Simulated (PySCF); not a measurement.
Gas-phase reaction: CCl4 ⇌ CCl2 + 2 Cl

Energies from PySCF (xtb for GFN2), thermal terms from the rigid-rotor harmonic-oscillator model, ideal gas at 1 bar. Table values come from the NASA 1993 polynomials. † marks an energy on the PBE0/def2-TZVP geometry and frequencies; other levels use their own. MP2 and CCSD(T) freeze the core. 6-31G* has spherical d functions here. Open shells (unrestricted): Cl (multiplicity 2, electronic degeneracy 6); the rest are closed-shell singlets. GFN2 has no spin-polarisation term. Spin-orbit splitting is ignored; it lowers the true energy and changes the entropy of Cl. B3LYP is the form with VWN-RPA correlation. MP2 isn't extrapolated to the basis-set limit; its ΔH°(298 K) is 569.6 kJ in def2-SVP and 606.3 kJ in def2-TZVPP. CCSD(T) isn't extrapolated to the basis-set limit; its ΔH°(298 K) is 514.4 kJ in def2-SVP and 540.0 kJ in def2-TZVPP. The harmonic model lacks anharmonicity and excited electronic states, which grow with temperature; levels with a mode under 35 cm⁻¹ are left out. The table's entry may be an old estimate for CCl2 (not checked at source). Warning, large T1 diagnostic: CCl2 (CCSD(T)/def2-SVP†).

```tsv
level	ΔH°(298 K), kJ	minus table	ΔG°(2000 K), kJ
table	576.9	-	2.6
B3LYP/6-31G*	517.0	-59.9	-59.7
CCSD(T)/def2-SVP†	514.4	-62.5	-62.4
GFN2-xTB	570.0	-6.9	15.6
MP2/def2-SVP†	569.6	-7.3	-7.1
PBE/def2-TZVP†	576.5	-0.4	-0.2
PBE0/def2-QZVP†	571.2	-5.7	-5.6
PBE0/def2-SVP†	580.2	3.3	3.4
r2SCAN/def2-TZVP†	570.4	-6.5	-6.3
LDA/def2-TZVP†	718.2	141.3	141.5
ωB97M-V/def2-TZVP†	576.1	-0.8	-0.6
```
